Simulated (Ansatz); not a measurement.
We consider bcc K, described by r²SCAN (Ansatz, an electronic-structure program, PAW).

Numerical settings: plane-wave cutoff 600 eV, 16×16×16 k mesh, Fermi–Dirac smearing 0.1 eV, finite displacements, force constants from a 4×4×4 q mesh, scalar-relativistic PAW data made under PBE.

Computed at the level's own relaxed cell. Harmonic vibrational thermodynamics at fixed volume:

```tsv
T (K)	S_vib (J/K per mol of atoms)	C_V (J/K per mol of atoms)	F_vib (eV/atom)
0	0.00	0.00	0.0095
100	?	?	?
200	?	?	?
500	?	?	?
600	?	?	?
800	?	?	?
900	?	?	?
```

Problem. What belongs in the gaps?

Solution. 
- 100, S_vib (J/K per mol of atoms): 35.15
- 100, C_V (J/K per mol of atoms): 23.71
- 100, F_vib (eV/atom): -0.0093
- 200, S_vib (J/K per mol of atoms): 51.97
- 200, C_V (J/K per mol of atoms): 24.62
- 200, F_vib (eV/atom): -0.0554
- 500, S_vib (J/K per mol of atoms): 74.68
- 500, C_V (J/K per mol of atoms): 24.89
- 500, F_vib (eV/atom): -0.2575
- 600, S_vib (J/K per mol of atoms): 79.22
- 600, C_V (J/K per mol of atoms): 24.90
- 600, F_vib (eV/atom): -0.3374
- 800, S_vib (J/K per mol of atoms): 86.39
- 800, C_V (J/K per mol of atoms): 24.92
- 800, F_vib (eV/atom): -0.5094
- 900, S_vib (J/K per mol of atoms): 89.32
- 900, C_V (J/K per mol of atoms): 24.92
- 900, F_vib (eV/atom): -0.6004

The crystal is taken as a harmonic solid at every temperature: melting, phase changes and thermal expansion are not seen, nor the electrons' share in a metal.
